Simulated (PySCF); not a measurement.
Rows and methods have been separated. Pair them.

Species: C₄H₆N₂.
Structure used (PBE0-D3(BJ)/def2-SVP), in Å, numbered top down from 1:
```xyz
12
C4H6N2 angstrom
C     -1.603   -0.211    0.423
N     -0.233    0.037    0.059
C      0.766   -0.896   -0.059
C      1.883   -0.192   -0.444
N      1.591    1.137   -0.565
C      0.323    1.240   -0.257
H     -1.668   -0.689    1.412
H     -2.100   -0.857   -0.316
H     -2.142    0.745    0.466
H      0.597   -1.952    0.140
H      2.882   -0.581   -0.640
H     -0.262    2.161   -0.242
```

The closed-shell ground state was solved 3 times with PySCF (density fitting, gas phase), always in the pcSseg-2 basis (300 functions), with these functionals: B3LYP, KT2 and mPW1PW91.

```csv
row,total energy (Eh),HOMO (eV),LUMO (eV),dipole (D)
P,-270.1836,-5.54,-0.46,3.98
Q,-265.6342,-6.39,0.10,4.13
R,-265.5634,-6.60,0.35,4.13
```

**Question.** Which functional belongs to which row?

**Answer.** P = KT2, Q = B3LYP, R = mPW1PW91. By rising HOMO–LUMO gap: KT2 (GGA) 5.08 eV; B3LYP (global hybrid, 20 % exact exchange) 6.49 eV; mPW1PW91 (global hybrid, 25 % exact exchange) 6.95 eV. Total energies of different functionals aren't bounds to one another; each is stationary for its own functional.
